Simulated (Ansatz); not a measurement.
# CH5NO, SMILES NCO: a short molecular-dynamics run

Computed with Ansatz 0.2.0, Python API.

`run_md.py`:
```python
"""A short Born-Oppenheimer trajectory of CH5NO."""

import ansatz as az
import numpy as np

GEOMETRY = """
N    -0.60350   -0.18030   -0.69260
C     0.25800    0.35130    0.28990
O     0.60180   -0.74470    1.05830
H    -0.07070   -0.79170   -1.28880
H    -0.90100    0.62590   -1.34190
H    -0.21830    1.11790    0.92680
H     1.18030    0.79720   -0.15950
H    -0.15440   -1.23280    1.15210
"""

system = az.Crystal.molecule()
for line in GEOMETRY.strip().splitlines():
    symbol, *xyz = line.split()
    system = system.atom(symbol, [float(v) for v in xyz])

model = (
    system.calculation()
    .basis(gaussian="def2-SVP")
    .functional("blyp")
)
symbols = [site.symbol for site in system.cartesian_sites]
start = np.array([site.position_ang for site in system.cartesian_sites], dtype=float)
r = model.relax(force_tolerance=0.02).run(threads=1, backend="cpu").report
end = np.array(r["positions_ang"])
minimum = az.Crystal.molecule()
for symbol, place in zip(symbols, end):
    minimum = minimum.atom(symbol, place.tolist())

# dynamics from the relaxed geometry
model = (
    minimum.calculation()
    .basis(gaussian="def2-SVP")
    .functional("blyp")
    .md("nve", timestep=0.5, steps=20, temperature=800, initial_velocities="maxwell_boltzmann", seed=87)
)
frames = []
out = model.session().plan().execute(on_event=lambda e: frames.append(e["data"]) if e["event"] == "md_step" else None)
print("t (fs)   E_pot (eV)      E_kin (eV)   T (K)   d(0-1) (A)")
for f in frames[::2]:
    xyz = np.array(f["positions_ang"])
    print(f"{f['time_fs']:6.2f} {f['lagrangian_ev']:14.5f} {f['e_kin_ev']:10.5f} {f['temperature_k']:8.1f} {np.linalg.norm(xyz[0] - xyz[1]):9.4f}")
kept = np.array([f["conserved_ev"] for f in frames])
print(f"conserved energy moves by at most {1000 * np.ptp(kept):.3f} meV")
symbols = [site.symbol for site in system.cartesian_sites]
with open("last_frame.xyz", "w") as handle:
    handle.write(f"{len(symbols)}\nt = {frames[-1]['time_fs']} fs\n")
    handle.writelines("{:2s} {:10.5f} {:10.5f} {:10.5f}\n".format(s, *xyz) for s, xyz in zip(symbols, frames[-1]["positions_ang"]))
```

```console
$ python run_md.py
t (fs)   E_pot (eV)      E_kin (eV)   T (K)   d(0-1) (A)
  0.00    -4649.98041    0.62045    800.0    1.4607
  1.00    -4649.89110    0.53339    687.7    1.4640
  2.00    -4649.72451    0.36909    475.9    1.4679
  3.00    -4649.61764    0.26295    339.0    1.4726
  4.00    -4649.61712    0.26150    337.2    1.4780
  5.00    -4649.66694    0.30928    398.8    1.4840
  6.00    -4649.65130    0.29244    377.1    1.4900
  7.00    -4649.52233    0.16591    213.9    1.4954
  8.00    -4649.43377    0.08033    103.6    1.4994
  9.00    -4649.53771    0.18128    233.7    1.5017
 10.00    -4649.68050    0.32146    414.5    1.5020
conserved energy moves by at most 6.523 meV
```

File `last_frame.xyz` afterwards:
```text
8
t = 10.0 fs
N    -0.59883   -0.20988   -0.77413
C     0.29605    0.34505    0.29698
O     0.65673   -0.76706    1.12819
H     0.11359   -0.53527   -1.42612
H    -0.88495    0.63699   -1.29055
H    -0.23326    1.23165    0.72104
H     1.23760    0.67215   -0.11695
H    -0.23643   -1.16591    1.32367
```

Notes:
- These settings explore the input space; basis and method may be short of convergence.
- The trajectory is only some femtoseconds long, so its temperature is not equilibrated; where the script doesn't relax first, it starts from a rough generated geometry.
- The temperature counts the internal degrees of freedom alone.
- Finished in 49 s on 1 thread of Arm Neoverse V1, on a shared host, peak memory 0.2 GiB.

(Lines on the test bed's own set-up are left out of the output.)
